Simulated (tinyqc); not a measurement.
Starting guesses with DIIS over 6 matrices: SCF starting guesses in the sto-6g basis, for NH, spin multiplicity 3. Computed by the program tinyqc with PySCF. UHF with one setting changed at a time; a run stops when the energy changes by less than 1e-09 hartree and the error matrix is below 1e-5. Starts: the lowest orbitals of the core Hamiltonian, of the Wolfsberg-Helmholz matrix (K = 1.75), projected atomic densities, random orbitals, and the highest orbitals of the core Hamiltonian (a deliberately bad start).

Geometry (angstrom):

| atom | x | y | z |
|---|---|---|---|
| N | 0.0000 | 0.0000 | 0.0000 |
| H | 0.0000 | 0.0000 | 1.2080 |

lowest solution found by these runs and by PySCF with stability checks = -54.783974 hartree

Largest element of the error matrix X^T (FDS - SDF) X:

| iteration | core | Wolfsberg-Helmholz | atomic densities | random | highest core orbitals |
|---|---|---|---|---|---|
| 1 | 2.9e-01 | 1.8e-01 | 4.0e-01 | 5.0e+00 | 1.4e-01 |
| 2 | 5.4e-02 | 5.5e-02 | 3.6e-02 | 2.9e-01 | 3.6e-01 |
| 3 | 1.2e-02 | 1.4e-02 | 1.2e-02 | 6.5e-02 | 3.2e-01 |
| 4 | 7.9e-03 | 8.7e-03 | 8.2e-03 | 6.0e-02 | 2.8e-01 |
| 5 | 5.3e-03 | 6.5e-03 | 4.6e-03 | 6.1e-02 | 2.9e-01 |
| 6 | 1.2e-03 | 3.2e-04 | 8.9e-04 | 3.4e-02 | 2.7e-01 |
| 8 | 7.8e-06 | 1.6e-06 | 1.4e-06 | 1.0e-02 | 5.2e-02 |
| 10 | - | - | - | 3.5e-03 | 8.6e-03 |
| 14 | - | - | - | 2.2e-05 | 3.0e-06 |

How each run ends:

| run | iterations | E (hartree) | state |
|---|---|---|---|
| core | 9 | -54.783974 | lowest found |
| Wolfsberg-Helmholz | 9 | -54.783974 | lowest found |
| atomic densities | 9 | -54.783974 | lowest found |
| random | 17 | -54.783974 | lowest found |
| highest core orbitals | 15 | -54.599528 | higher |

What does the comparison show, and why?

4 of 5 runs reach the lowest solution found, in 9 to 17 iterations (fastest: core, Wolfsberg-Helmholz, atomic densities). Ending on a higher stationary point: highest core orbitals; a small error matrix cannot reveal that, and an occupation fixed by the start is kept by symmetry or by the shape of the basin. The first errors are 3e-01, 2e-01, 4e-01, 5e+00, 1e-01; the deliberately bad start has the smallest one, so a small first error does not mark a good start.
